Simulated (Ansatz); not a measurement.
1,1-elimination

Start structure (AlNH3Cl, singlet), relaxed at PBE0-D4/def2-TZVP:

```xyz
6
angstrom
Al -0.3074 -0.3449 -0.6211
N 0.5519 0.3299 0.7536
H 0.3455 -1.4204 -1.5607
Cl -2.2596 0.3391 -0.9742
H 1.4902 0.0763 1.0171
H 0.1794 1.0200 1.3853
```

The step: AlNH₃Cl ([NH2][AlH][Cl]) → AlCl + NH₃ (still joined by a long Al–N bond); bonds formed: N2–H3; bonds broken: Al1–H3; bonds weakened to dative contacts: Al1–N2. Program: Ansatz 0.2.0. Basis: def2-TZVPP and def2-QZVPP. Cores are frozen in the correlated methods. Extrapolation: Hartree–Fock as exp(−7.88 √X), correlation as X^−2.97. Energies below are by CCSD(T) at an estimated basis limit (MP2 extrapolated from triple and quadruple zeta, plus CCSD(T) − MP2 in triple zeta).

Q: What are the electronic barrier and the energy of the step, from the start structure to the end structure? (Judge from chemistry; the value comes from the calculation.)

A: By the calculation: Barrier 2.970 eV; step energy 1.068 eV (uphill); reverse barrier, their difference, 1.901 eV. Barrier and step energy count from the start structure, the reverse barrier from the end structure.

The saddle point: One imaginary mode of 1411i cm⁻¹.
```tsv
pair	start (Å)	saddle (Å)	end (Å)
N2–H3	2.91	1.50	1.02
Al1–N2	1.76	1.88	2.26
Al1–H3	1.57	1.70	2.81
```

Zero-point energy (harmonic, PBE0-D4): ZPE is 0.930 eV at the start and 0.873 eV at the saddle, so the barrier goes from 2.970 to 2.913 eV.

First-order rate constant out of the start structure at 698 K by transition-state theory, with harmonic vibrational free energies alone and no tunnelling: ΔA‡ = 2.933 eV, so k = (kB T/h) exp(−ΔA‡/kB T) ≈ 10^-8 s⁻¹ (an order of magnitude at best: rotation, the number of equivalent paths and anharmonicity are left out).

T1 diagnostic: at most 0.016. The restricted Hartree–Fock reference is unstable towards an unrestricted one at one or more of these structures. A large double-excitation amplitude points to some diradical character; no triplet was computed. The end structure is not quite a true minimum (one mode of 56i cm⁻¹).

Labels in which every atom is bracketed show which atoms are joined, not bond orders.

For scale, one of the runs: CCSD(T)/def2-TZVPP, 157 basis functions, launched by `ansatz run in.yaml --threads 2 --pin off --events-out ev --progress --plain --max-ram 4352MiB`. Hardware: 2 CPU threads of an Arm Neoverse V2, shared host. Wall time 13 s; peak host memory 1 GiB.
